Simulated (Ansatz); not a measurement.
Results of r²SCAN+SOC (plane waves, PAW; Ansatz, a first-principles code) for hcp Cd.

Input:

Ansatz 0.2 input:
```yaml
crystal:
  lattice:
    - [1.48945, -2.579803, 0.0]
    - [1.48945, 2.579803, 0.0]
    - [0.0, 0.0, 5.6166]
  atoms:
    - { symbol: Cd, position: [0.33333333, 0.66666667, 0.25] }
    - { symbol: Cd, position: [0.66666667, 0.33333333, 0.75] }
basis:
  ecutwfc: 560
  ecutrho_ratio: 4
  xc_grid: 3
kpoints:
  mp_grid: { grid: [24, 24, 10] }
hamiltonian:
  xc: r2scan
  dispersion: none
  pseudopotentials: { kind: paw }
scf:
  occupations: { method: fermi_dirac, width: 0.05 }
  convergence: { dr2_threshold: 0.0000000002 }
output:
  forces: true
  stress: true
  eigenvalues: true
magnetization:
  noncollinear: true
  spin_orbit: true
```

Excerpt of the program's output:

```
Crystal: 2 atoms, lattice volume = 43.163 Å³
Basis set: ecut = 560 eV, 1305 PW (Γ), exchange–correlation on 72×72×135 points (27 copies of the dense FFT grid, shifted against one another)
Bands: 48, of which v1, the nominal top of the filled ones, is band 40 counted from 1 (39 counted from 0)
Symmetry: 24 space group operations + 24 with time reversal
k-points: 366 of 5760
Initial density: superposition of atomic densities (chi_scale 0.1, normalization cell)
Functional: x = r2scan, c = r2scan; τ floored in thin density (d = 2e-4 eV/Å³)
spin=Noncollinear: Kerker preconditioning applied to the charge; magnetization (m_x, m_y, m_z) channels mix plain (no charge-response kernel on spin).
SCF 1 converged in 10 iterations: F = -16520.216376 eV  dr2 = 2.49e-11
SCF converged after 10 iterations
Free energy (F): -16520.216376 eV
Internal energy: -16520.213682 eV  (E = F + TS)
E sigma→0 (E₀):  -16520.215029 eV
Fermi energy:    14.692400 eV
--- Forces (eV/Å), atoms counted from 1 ---
  atom   1  Cd    -0.00000000    -0.00000000     0.00000000
  atom   2  Cd     0.00000000     0.00000000     0.00000000
--- Stress (GPa, compression-positive) ---
       -0.034058       0.000000       0.000000
       -0.000000      -0.034058       0.000000
        0.000000       0.000000       1.094015
  P = ⅓ Tr σ = 0.3420 GPa (3.420 kbar)
```

The PAW data were made under PBE.

Note: cell and atoms aren't relaxed at this level (pressure 0.3 GPa).

It cost about 4 core-minutes (a rough figure) of CPU time.
